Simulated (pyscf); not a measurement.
# Substitution at Ge: `[PH2]` [doublet] + `[GeH4]` → `[PH2][GeH3]` + `[H]` [doublet]

Gas phase, doublet surface, charge 0. Bonds broken: H3–Ge5. Bonds formed: P1–Ge5. Single points on ωB97X-D3(BJ)/def2-SVP structures (PySCF, gas phase). MP2 and CC: frozen core, UHF for open shells. ΔMP2 is the change of the MP2 total energy from the triple- to the quadruple-zeta basis.

Transition state (Å):

```xyz
8

P      0.7173    -1.2344    -0.0435
H      1.9722    -0.6730    -0.4172
H     -0.4814     0.8060    -0.8117
H      0.1640    -1.1238    -1.3493
Ge    -0.0232     0.7908     1.0053
H      0.5169     2.1950     0.6668
H      0.7424     0.4330     2.3189
H     -1.5114     0.7837     1.3780
```

One imaginary mode, 593i cm⁻¹; descent along it reached the two sides named.

```json
[
 {"bond": "H3–Ge5", "change": "breaks", "reactant side (Å)": "1.536", "saddle": "1.874", "product side": "3.8"},
 {"bond": "P1–Ge5", "change": "forms", "reactant side (Å)": "3.6", "saddle": "2.398", "product side": "2.310"}
]
```

Electronic energies relative to the separated reactants (kcal/mol):

```tsv
level	barrier	reaction energy	reverse barrier
ωB97X-D3(BJ)/def2-TZVP	23.9	+16.3	7.6
PBE/def2-TZVP	20.4	+18.5	1.9
r²SCAN/def2-TZVP	22.4	+21.5	0.9
B3LYP-D3(BJ)/def2-TZVP	25.3	+22.8	2.5
PBE0-D3(BJ)/def2-TZVP	22.2	+18.1	4.1
M06-2X/def2-TZVP	26.1	+19.8	6.3
ωB97M-D3(BJ)/def2-TZVP	27.9	+20.8	7.1
HF/def2-TZVP	44.4	+24.9	19.5
MP2/def2-QZVPP	27.9	+16.7	11.2
CCSD/def2-TZVPP	32.4	+24.1	8.2
CCSD(T)/def2-TZVPP	29.5	+22.3	7.2
CCSD(T)/def2-TZVPP + ΔMP2(QZVPP)	28.6	+21.7	6.9
```

With CCSD(T)/def2-TZVPP + ΔMP2(QZVPP) energies and thermal terms (ideal gas, 1 atm, RRHO with modes under 100 cm⁻¹ raised to 100, one conformer, R ln 2 for rigid chiral ones), in kcal/mol:

```
T (K)   ΔH‡   ΔG‡     ΔH     ΔG
-----  ----  ----  -----  -----
298    27.4  35.9  +20.3  +21.9
600    28.1  44.3  +21.6  +23.1
900    29.0  52.2  +22.9  +23.6
1200   29.8  59.9  +24.0  +23.7
```

One saddle was located; it need not be the lowest between these sides. The angle at the attacked Ge is 70° (front-side attack). The CCSD(T) − MP2 part came from Ansatz, without density fitting, on the same reference. The frozen core leaves the outer d or s,p core shells of the metals and heavy elements correlated in the MP2 and CC values, and def2-TZVPP describes them poorly, which can shift differences by a few kcal/mol. Elements up to Kr have no core potential and no relativistic terms here.
